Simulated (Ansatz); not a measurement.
Molecule (SMILES): [SiH4] (SiH4).
Atoms: Si1, H2, H3, H4, H5. Bonds: Si1-H2, Si1-H3, Si1-H4, Si1-H5.

Basis-set convergence of the harmonic zero-point energy at PBE with Ansatz (a program for electronic structure). Each level at its own minimum, finite differences of forces, unscaled; the reference is a large set that could be run, not a limit. All functions are spherical. The program fits the integrals of some runs and decomposes those of others, by size. No added dispersion term, no relativity. Reference: the value in aug-pcseg-2, 18.88 kcal/mol, itself unsure by roughly 0.01 kcal/mol (its mean distance from aug-cc-pV(T+d)Z, def2-TZVPPD). Deviations are taken from unrounded values.

```tsv
basis	functions
pcseg-0	21
pcseg-1	38
aug-pcseg-1	63
pcseg-2	90
aug-pcseg-2	142
```

Problem. Which is the smallest pcseg set listed that can be trusted to 0.2 kcal/mol here, that is, within that of the reference together with its larger relatives (same family, alike in diffuse functions; a set with none to test it counts only in the reference's own line)?

Solution. The smallest set listed that lies within 0.2 kcal/mol of the reference with all its larger relatives (same family, alike in diffuse functions; a set with none counts only in the reference's own line) is pcseg-1 (38 functions, 0.04 kcal/mol off). Value minus reference: pcseg-0 -0.64, pcseg-1 0.04, aug-pcseg-1 -0.04, pcseg-2 0.02, aug-pcseg-2 0.00 kcal/mol.
